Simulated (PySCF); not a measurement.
H2N, SMILES [NH2] (connectivity only; charge and spin as stated), charge -1, multiplicity 1.

Geometry: r2SCAN-D4/def2-TZVPD. The spin state was assumed, not searched. The isomer is the one that the SMILES or the coordinates give; other isomers of the formula were not compared.

Two levels are set side by side: PBE/def2-TZVPD (PySCF) and CAM-B3LYP/def2-TZVPD (PySCF). Same geometry, gas phase. Differences are taken from unrounded values.

```
quantity                     CAM-B3LYP   PBE  PBE minus CAM-B3LYP
---------------------------  ---------  ----  -------------------
orbital gap (eV)                  5.99  2.11                -3.88
highest occupied level (eV)       0.49  3.16                 2.67
lowest empty level (eV)           6.48  5.28                -1.21
mean polarisability (bohr³)       30.2  35.4                  5.2
```

Without exact exchange PBE keeps part of each electron's self-repulsion, which lifts occupied levels and narrows the gap. Loosely held outer electrons make PBE densities more polarisable. Differences between two approximate levels are no errors against the true value.

Rough cost on one machine, each run with all the roots and properties that it gave: CAM-B3LYP against PBE within a factor of 2.
